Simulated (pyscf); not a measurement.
`[CH2][CH3]` [doublet] + `[OH][SiH3]` -> `[CH3][CH2][O][SiH3]` + `[H]` [doublet], a substitution at O (doublet surface; H–O broken, C–O formed). PySCF, gas phase, ωB97X-D3(BJ)/def2-SVP geometries. Energies in kJ/mol from the separated reactants.

Small-basis levels: PySCF, no dispersion term, spherical d functions. Open shells are spin-unrestricted. 

### Question
Quick MP2/6-31G* single points give ΔE‡ = 210.0 kJ/mol and ΔE = +42.2 kJ/mol. What does ωB97M-D3(BJ)/def2-TZVP give, and how far is the quick result from it?

### Answer
ωB97M-D3(BJ)/def2-TZVP gives ΔE‡ = 205.8 kJ/mol and ΔE = +99.5 kJ/mol. MP2/6-31G* lies 4.2 kJ/mol over it in the barrier and 57.3 kJ/mol under it in the reaction energy, so on this step it does not hold to within 12.6 kJ/mol. ωB97M-D3(BJ)/def2-TZVP has limits of its own. H₃C–CH₂–O–SiH₃ lies 75.7 kJ/mol over its isomer H₃C–CH₂–SiH₂–OH (electronic energy, ωB97M-D3(BJ)). One saddle was located; it need not be the lowest between these sides. The angle at the attacked O is 146°.
